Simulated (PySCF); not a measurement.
Gas-phase reaction: Si(OH)4 = SiH4 + 4 O

Energies from PySCF (xtb for GFN2), thermal terms from the rigid-rotor harmonic-oscillator model, ideal gas at 1 bar. † marks an energy on the PBE0/def2-TZVP geometry and frequencies; other levels use their own. CCSD(T) freezes the core. Open shells (unrestricted): O (multiplicity 3, electronic degeneracy 9); the rest are closed-shell singlets. GFN2 has no spin-polarisation term. Spin-orbit splitting is ignored; it lowers the true energy and changes the entropy of O. B3LYP is the form with VWN-RPA correlation. CCSD(T) isn't extrapolated to the basis-set limit; its ΔH°(298 K) is 2070.6 kJ in def2-SVP and 2269.4 kJ in def2-TZVPP. The harmonic model lacks anharmonicity and excited electronic states, which grow with temperature; levels with a mode under 35 cm⁻¹ are left out. Internal rotation in Si(OH)4 is treated as a harmonic vibration of one conformer, which makes the entropy rough.

```csv
level,"ΔE electronic, kJ","ΔH°(298 K), kJ","ΔS°(298 K), J/K","ΔG°(600 K), kJ"
B3LYP/def2-TZVP†,2324,2267,522,1953
BLYP/def2-TZVP†,2357,2299,522,1985
CCSD(T)/def2-SVP†,2128,2071,522,1757
GFN2-xTB,3647,3594,519,3281
PBE/def2-TZVP†,2452,2395,522,2081
PBE0/def2-SVP†,2282,2225,522,1910
LDA/def2-TZVP†,2881,2824,522,2510
```
ΔH° is lowest at CCSD(T)/def2-SVP† and highest at GFN2-xTB. No reference value is set beside these.
